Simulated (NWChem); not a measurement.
# C2H3Cl2F (1,1-dichloro-1-fluoroethane) at 5 levels

We compute a comparison of 5 runs (HF/STO-3G, HF/3-21G, HF/6-31G*, MP2/6-31G*, CCSD(T)/6-31G*) of C2H3Cl2F (1,1-dichloro-1-fluoroethane). 

Program for the calculation: NWChem 7.3.0.

## Step 1: Starting point

C2H3Cl2F has 8 atoms, charge 0, and is taken as a singlet. SMILES: `CC(F)(Cl)Cl`. The coordinates come from a PBE0-D4/def2-TZVP relaxation.

Bond lengths: C1–C2 1.502 Å, C2–F3 1.348 Å, C2–Cl4 1.776 Å, C2–Cl5 1.776 Å, C1–H6 1.091 Å, C1–H7 1.091 Å, C1–H8 1.088 Å. Some angles: C1–C2–F3 110.1°, C1–C2–Cl4 111.1°, C1–C2–Cl5 111.1°, F3–C2–Cl4 107.6°, F3–C2–Cl5 107.6°, Cl4–C2–Cl5 109.3°, C2–C1–H6 108.9°, C2–C1–H7 108.9°, C2–C1–H8 110.1°, H6–C1–H7 109.8°.

## Step 2: Energy and gradient at HF/STO-3G (run 1)

Contents of m1.nw:

```
start m1
title "C2H3Cl2F"
memory stack 880 mb heap 220 mb global 1100 mb
geometry noautosym nocenter noautoz
C     -0.133500    -0.505900     0.646300
C      0.199400     0.391300    -0.511300
F      1.523600     0.643200    -0.537400
Cl    -0.232400    -0.372700    -2.055900
Cl    -0.641100     1.950200    -0.373000
H      0.163400    -0.011800     1.572000
H      0.414900    -1.442000     0.535900
H     -1.202100    -0.709300     0.667600
end
basis spherical bse
* library STO-3G
end
scf
thresh 1e-08
maxiter 80
end
task scf gradient
```

The run is started by

```sh
$ nwchem m1.nw > m1.out
```

Log:

```text
[...]
  functions       =    36
[...]
  wavefunction    = RHF
[...]
         Total SCF energy =  -1083.750766345309
      One-electron energy =  -2097.548319958973
      Two-electron energy =    713.792307071689
 Nuclear repulsion energy =    300.005246541976
        Time for solution =      2.4s
[...]
                         RHF ENERGY GRADIENTS
    atom               coordinates                        gradient
                 x          y          z           x          y          z
   1 C      -0.252278  -0.956012   1.221330    0.012152   0.024488  -0.030831
   2 C       0.376811   0.739450  -0.966217   -0.018895  -0.004740   0.001999
   3 F       2.879187   1.215472  -1.015539   -0.027264  -0.004919   0.000173
   4 Cl     -0.439172  -0.704301  -3.885088    0.011880   0.019386   0.034412
   5 Cl     -1.211503   3.685344  -0.704868    0.021449  -0.034930  -0.004914
   6 H       0.308781  -0.022299   2.970649    0.001226   0.003055   0.002295
   7 H       0.784047  -2.724985   1.012704    0.002238  -0.002740  -0.001896
   8 H      -2.271640  -1.340383   1.261581   -0.002786   0.000401  -0.001239
[...]
```

Run time: 3.6 s. Hardware: 1 thread of Intel Xeon 6975P-C (Granite Rapids), shared host; peak memory 0.097 GiB.

## Step 3: Energy and gradient at HF/3-21G (run 2)

Contents of test.xyz:

```xyz
8
C2H3Cl2F
C     -0.133500    -0.505900     0.646300
C      0.199400     0.391300    -0.511300
F      1.523600     0.643200    -0.537400
Cl    -0.232400    -0.372700    -2.055900
Cl    -0.641100     1.950200    -0.373000
H      0.163400    -0.011800     1.572000
H      0.414900    -1.442000     0.535900
H     -1.202100    -0.709300     0.667600
```

Contents of run.py:

```python
from ase.io import read
from ase.calculators.nwchem import NWChem

system = read('test.xyz')

calc = NWChem(
    label='test',
    theory='scf',
    memory='2200 mb',
    basis='3-21G',
    basispar='spherical bse',
    scf={'nopen': '0', 'rhf': None, 'thresh': '1e-08', 'maxiter': '80'},
)
system.calc = calc

forces = system.get_forces()
print(f"energy = {system.get_potential_energy():.6f} eV")
print("forces (eV/A):")
for s, f in zip(system.symbols, forces):
    print(f"{s:2s} {f[0]:10.5f} {f[1]:10.5f} {f[2]:10.5f}")
print("dipole (e A):", system.get_dipole_moment().round(4))
```

The run is started by

```sh
$ export ASE_NWCHEM_COMMAND="nwchem PREFIX.nwi > PREFIX.nwo"
$ python run.py
```

Log:

```text
energy = -29674.616483 eV
forces (eV/A):
C    -0.17124   -0.25037    0.30324
C     0.18769   -0.86091    1.23259
F     1.10686    0.18373    0.01496
Cl   -0.41292   -0.85808   -1.60108
Cl   -0.85355    1.64386    0.21057
H    -0.06752   -0.19751   -0.27315
H    -0.15396    0.29578    0.08392
H     0.36463    0.04345    0.02895
dipole (e A): [-0.1459 -0.3315  0.4222]
```

The calculator wrote test.nwi:

```
title "test"

permanent_dir test

scratch_dir test

start test

geometry units angstrom nocenter noautosym noautoz
  C  -1.3350000000000001e-01 -5.0590000000000002e-01 6.4629999999999999e-01
  C  1.9939999999999999e-01 3.9129999999999998e-01 -5.1129999999999998e-01
  F  1.5236000000000001e+00 6.4319999999999999e-01 -5.3739999999999999e-01
  Cl -2.3240000000000000e-01 -3.7269999999999998e-01 -2.0558999999999998e+00
  Cl -6.4110000000000000e-01 1.9501999999999999e+00 -3.7300000000000000e-01
  H  1.6339999999999999e-01 -1.1800000000000000e-02 1.5720000000000001e+00
  H  4.1489999999999999e-01 -1.4419999999999999e+00 5.3590000000000004e-01
  H  -1.2020999999999999e+00 -7.0930000000000004e-01 6.6759999999999997e-01
end

memory 2200 mb

basis spherical bse noprint
   * library 3-21G
end

scf
  nopen 0
  rhf
  thresh 1e-08
  maxiter 80
end

task scf gradient
```

test.nwo:

```text
Northwest Computational Chemistry Package (NWChem) 7.3.0
             --------------------------------------------------------

           Job information
           ---------------

    nwchem branch   = 7.3.0
    use scalapack   = T
    input           = test.nwi
    prefix          = test.
    data base       = test/test.db
    status          = startup
    nproc           =        1

           Memory information
           ------------------

    heap     =     72089600 doubles =      550.0 Mbytes
    stack    =     72089597 doubles =      550.0 Mbytes
    global   =    144179200 doubles =     1100.0 Mbytes (distinct from heap & stack)
    total    =    288358397 doubles =     2200.0 Mbytes
    verify   = yes
    hardfail = no

[... 138 lines left out ...]
 Convergence threshold     :          1.000E-08
[... 13 lines left out ...]
       Final RHF  results
[... 3 lines left out ...]
      One-electron energy =  -2104.262414563264
[... 1 line left out ...]
 Nuclear repulsion energy =    300.005246541976
[... 47 lines left out ...]
                       ROHF Final Molecular Orbital Analysis
[... 247 lines left out ...]
                         RHF ENERGY GRADIENTS

    atom               coordinates                        gradient
                 x          y          z           x          y          z
   1 C      -0.252278  -0.956012   1.221330    0.003330   0.004869  -0.005897
   2 C       0.376811   0.739450  -0.966217   -0.003650   0.016742  -0.023970
   3 F       2.879187   1.215472  -1.015539   -0.021525  -0.003573  -0.000291
[... 4 lines of this table left out ...]
   8 H      -2.271640  -1.340383   1.261581   -0.007091  -0.000845  -0.000563

                 ----------------------------------------
                 |  Time  |  1-e(secs)   |  2-e(secs)   |
                 ----------------------------------------
                 |  CPU   |       0.00   |       0.44   |
                 ----------------------------------------
                 |  WALL  |       0.00   |       0.44   |
                 ----------------------------------------

 Task  times  cpu:        3.1s     wall:        3.1s
 Total times  cpu:        3.2s     wall:        3.2s
```

Run time: 4.5 s. Hardware: 1 thread of Intel Xeon 6975P-C (Granite Rapids), shared host; peak memory 0.094 GiB.

Runs 3 to 4 aren't shown in full; the table further down has their settings and results.

## Step 4: The energy at CCSD(T)/6-31G(d) (spherical functions) (run 5)

Contents of nw.nw:

```
START nw
TITLE "C2H3Cl2F ccsd(t)"
memory 2200 mb
charge 0

GEOMETRY units bohr noautosym nocenter noautoz
 C   -0.25227844  -0.95601245   1.22132999
 C    0.37681139   0.73944983  -0.96621697
 F    2.87918672   1.21547184  -1.01553882
 Cl  -0.43917235  -0.70430093  -3.88508794
 Cl  -1.21150342   3.68534389  -0.70486784
 H    0.30878125  -0.02229877   2.97064947
 H    0.78404737  -2.72498507   1.01270423
 H   -2.27163977  -1.34038274   1.26158116
END

BASIS spherical bse
 * library 6-31G*
END

SCF
 thresh 1e-08
 maxiter 80
 print low
END

CCSD
 freeze core 13
 maxiter 60
END

TASK ccsd(t)
```

The run is started by

```sh
$ nwchem nw.nw > nw.out
```

Log:

```text
[...]
  functions       =    84
[...]
  wavefunction    = RHF
[...]
         Total SCF energy =  -1095.867937201454
      One-electron energy =  -2110.944928349113
      Two-electron energy =    715.071766227516
 Nuclear repulsion energy =    300.005224920143
        Time for solution =     17.1s
[...]
 Total MP2 energy:          -1096.557252149045325
[...]
             energy      energy      error      ampl     ampl      Block
                                                time     time      time
[...]
 Total CCSD energy:          -1096.599035037942485
[...]
 Total CCSD+T(CCSD) energy:          -1096.620752172377934
[...]
 Total CCSD(T) energy:               -1096.619379624497697
[...]
```

Run time: 2.1 min. Hardware: 1 thread of Intel Xeon 6975P-C (Granite Rapids), shared host; peak memory 0.24 GiB.

## Step 5: The series

```
run                                 level   module  frozen core orbitals   energy (Eh)  dipole moment (D)  HOMO energy (eV)  LUMO energy (eV)  wall time
  1                             HF/STO-3G      scf                     –  -1083.750766               2.47            -10.86              8.10      3.6 s
  2                              HF/3-21G      scf                     –  -1090.522050               2.67            -12.45              3.95      4.5 s
  3       HF/6-31G* (spherical functions)      scf                     –  -1095.867937               2.24            -12.27              4.10       22 s
  4      MP2/6-31G* (spherical functions)      mp2                    13  -1096.557252               2.06            -12.27              4.10       43 s
  5  CCSD(T)/6-31G* (spherical functions)  ccsd(t)                    13  -1096.619380                  –                 –                 –    2.1 min
```

## Step 6: What came out

| quantity | value |
| --- | --- |
| run 5: total energy | -1096.61938 Eh |
| run 5: correlation energy (13 core orbitals frozen) | -751.4 mEh |
| run 5: (T) correction | -20.34 mEh |

In words: Below the HF energy at the same shape and in the same basis (6-31G*): MP2 -689.3 mEh; CCSD(T) -751.4 mEh. Over runs 1, 2, 3, 4 the dipole moment (its size) runs from 2.06 D (MP2/6-31G*) to 2.67 D (HF/3-21G). The two ends differ in method and basis. Over runs 1, 2, 3 the HOMO–LUMO gap runs from 16.37 eV (HF/6-31G*) to 18.96 eV (HF/STO-3G). In run 1 the basis is minimal, so the values are rough. All runs together took 3.3 min, the longest 2.1 min.
